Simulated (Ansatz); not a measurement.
**Two structures, one formula**

Two relaxed structures of CH2NS, doublet (PBE0-D4/def2-TZVP; forces vanish, vibrations not checked).

A:

```json
{"atom": "N1", "x (Å)": "-0.5783", "y (Å)": "-1.1324", "z (Å)": "0.3176"}
{"atom": "C2", "x (Å)": "-0.1511", "y (Å)": "-0.0765", "z (Å)": "-0.1455"}
{"atom": "S3", "x (Å)": "1.0369", "y (Å)": "0.9871", "z (Å)": "0.5172"}
{"atom": "H4", "x (Å)": "-1.2847", "y (Å)": "-1.6483", "z (Å)": "-0.1979"}
{"atom": "H5", "x (Å)": "0.9772", "y (Å)": "1.8701", "z (Å)": "-0.4914"}
```

B:

N1  (-0.589, -1.142, 0.349)
C2  (-0.058, -0.026, -0.083)
S3  (1.008, 1.034, 0.425)
H4  (-1.274, -1.630, -0.203)
H5  (-0.335, -1.552, 1.241)
(Å)

Computed with Ansatz 0.2.0 (basis: def2-TZVPP); correlated methods freeze the cores; orbitals are unrestricted. B3LYP uses VWN-RPA correlation.

Q: Which structure is lower at CCSD(T), and by how much? (An estimate is asked for; the value comes from the calculation.)

A: The calculation gives: B, by 51.1 kJ/mol (electronic energy, against the other). By their contacts, A is CH₂NS ([NH][C][SH]) and B is CH₂NS ([NH2][C][S]).

All methods give the same order:

| method | E(B) − E(A) (kJ/mol) |
| --- | --- |
| PBE-D4 | -56.2 |
| r2SCAN-D4 | -57.7 |
| PBE0-D4 | -59.3 |
| B3LYP-D4 | -56.6 |
| wB97M-V | -54.7 |
| HF | -54.1 |
| MP2 | -61.5 |
| CCSD | -50.3 |
| CCSD(T) | -51.1 |

The T1 diagnostic stays at or below 0.027. ⟨S²⟩ of the unrestricted Hartree–Fock references: 0.78 to 0.79 (a pure state has 0.75).

Labels in which every atom is bracketed show which atoms are joined, not bond orders.

For scale, one of the runs: CCSD(T)/def2-TZVPP, 132 basis functions, launched by `ansatz run in.yaml --threads 2 --pin off --events-out ev --progress --plain --max-ram 4352MiB`. The run took 32 s on 2 CPU threads of an Intel Xeon Platinum 8488C (shared host), with 1.5 GiB of host memory at its peak.
